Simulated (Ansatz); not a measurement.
The input, for Ansatz 0.2.0:

```yaml
crystal:
  periodic: [false, false, false]
  atoms:
    - {symbol: Be, position_ang: [0.000000, 0.000000, 0.000000]}
    - {symbol: Mg, position_ang: [0.000000, 0.000000, 3.745000]}
basis:
  gaussian: {orbitals: aug-cc-pVDZ}
total_charge: -1
magnetization: {spin_polarized: true, initial_magnetization: 1}
hamiltonian: {xc: {name: PBE0}}
correlation: {method: ccsdt, electrons: outside_noble_gas}
scf: {lower_state_search: light}
output: {forces: true}
```

```sh
$ ansatz run in.yaml --threads 1 --pin off --events-out ev --progress --plain --max-ram 2393MiB
```

Log:

```
846 factors; integrals over basis functions are off by at most 1.1e-7 eV
mean field evaluation 1: about -5838.4858 eV, gradient 5.1e0 eV
mean field evaluation 2: about -5838.5900 eV, gradient 5.1e0 eV
mean field evaluation 4: about -5839.6683 eV, gradient 2.2e0 eV
mean field evaluation 8: about -5839.9231 eV, gradient 2.1e-1 eV
mean field evaluation 16: about -5839.9259 eV, gradient 2.3e-3 eV
mean field evaluation 32: about -5839.5845 eV, gradient 2.2e0 eV
mean field evaluation 64: about -5839.8319 eV, gradient 8.8e-7 eV
mean field evaluation 96: about -5839.8641 eV, gradient 8.1e-1 eV
mean field evaluation 128: about -5839.8898 eV, gradient 1.8e-1 eV
mean field evaluation 160: about -5839.8485 eV, gradient 6.8e-1 eV
...
cycle  20  -2.54482981 eV  change   -1.3e-6 eV  update   1.3e-6
cycle  21  -2.54483037 eV  change   -5.5e-7 eV  update   7.2e-7
cycle  22  -2.54483049 eV  change   -1.2e-7 eV  update   4.6e-7
cycle  23  -2.54483059 eV  change   -1.0e-7 eV  update   3.2e-7
cycle  24  -2.54483042 eV  change    1.8e-7 eV  update   2.1e-7
cycle  25  -2.54483039 eV  change    3.0e-8 eV  update   1.5e-7
cycle  26  -2.54483041 eV  change   -2.1e-8 eV  update   1.0e-7
cycle  27  -2.54483042 eV  change   -1.4e-8 eV  update   7.3e-8
cycle  28  -2.54483042 eV  change    2.1e-9 eV  update   5.6e-8
cycle  29  -2.54483043 eV  change   -1.3e-8 eV  update   4.3e-8
the calculation of the forces begins
Total energy: -5830.30726351 eV, -214.2598400096 hartree
Atom 0 at     0.000000     0.000000     0.000000 Å, force    -0.000000    -0.000000     0.186472 eV/Å
Atom 1 at     0.000000     0.000000     3.745000 Å, force    -0.000000     0.000000    -0.186472 eV/Å
Dipole moment:    -0.000000     0.000000     0.766610 e Å
```

Forces (eV/Å):
```
Be   0.000  0.000  0.186
Mg   0.000  0.000 -0.186
```

Ran on 1 thread of Arm Neoverse V1, shared host: 83 s wall, 0.49 GiB peak host memory.
